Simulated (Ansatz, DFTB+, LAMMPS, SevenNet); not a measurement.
**Ladder of methods for the lattice parameter a of hcp Re**

Reference value: 2.761 Å (measured, 293 K, not corrected to a static lattice; as tabulated in Wikipedia's data pages).

| level (code) | value (Å) |
|---|---|
| Lennard-Jones uff-vdw (LAMMPS) | 2.871 |
| GFN1-xTB as cut by DFTB+ | 2.912 |
| SevenNet-l3i5 | 2.784 |
| LDA (Ansatz) | 2.738 |
| PBE (Ansatz) | (withheld) |
| RPBE (Ansatz) | 2.785 |
| PBEsol-D3(BJ) (Ansatz) | (withheld) |
| r²SCAN (Ansatz) | (withheld) |
| B3LYP (VWN-RPA form) (Ansatz) | (withheld) |
| LC-ωPBE (Ansatz) | 2.737 |
| r²SCAN0 (Ansatz) | 2.736 |
| Hartree–Fock (Ansatz) | 2.762 |

What belongs in the gaps?


- PBE (Ansatz, a program for electronic structure), value (Å): 2.775
- PBEsol-D3(BJ) (Ansatz), value (Å): 2.733
- r²SCAN (Ansatz), value (Å): 2.758
- B3LYP (VWN-RPA form) (Ansatz), value (Å): 2.778

Differences against the reference: Lennard-Jones uff-vdw +3.98 %, GFN1-xTB as cut by DFTB+ +5.47 %, SevenNet-l3i5 +0.83 %, LDA -0.83 %, PBE +0.51 %, RPBE +0.87 %, PBEsol-D3(BJ) -1.01 %, r²SCAN -0.11 %, B3LYP (VWN-RPA form) +0.62 %, LC-ωPBE -0.87 %, r²SCAN0 -0.91 %, Hartree–Fock +0.04 %.

Leaving aside Lennard-Jones uff-vdw (doubt noted below): The reference is not for a static lattice or low temperature, so close values are not ranked against it. Off by more than 1.25 %, or 1.75 % on the side where a correction would as a rule narrow the miss (bounds picked here): GFN1-xTB as cut by DFTB+ (+5.47 %).

The measured value isn't corrected to a static lattice, so vibrations enter the comparison.  Density-functional levels without +SOC have no spin–orbit coupling. Lennard-Jones uff-vdw: this is a force field's van der Waals term alone, without bonds or charges. GFN1-xTB as cut by DFTB+: the method was fitted mainly to molecules. GFN1-xTB as cut by DFTB+: codes differ in how they cut the long-range tail of xTB's charge interaction in a crystal, so the value belongs to this code. Cutoffs and k meshes differ between the levels. Ansatz's density-functional and Hartree–Fock values are scalar-relativistic unless marked +SOC, with PAW data made under PBE.

Machine-learned potentials (SevenNet-l3i5) are trained on DFT data: a solid inside that data is no test of them.

Differences are worked out from the printed values.
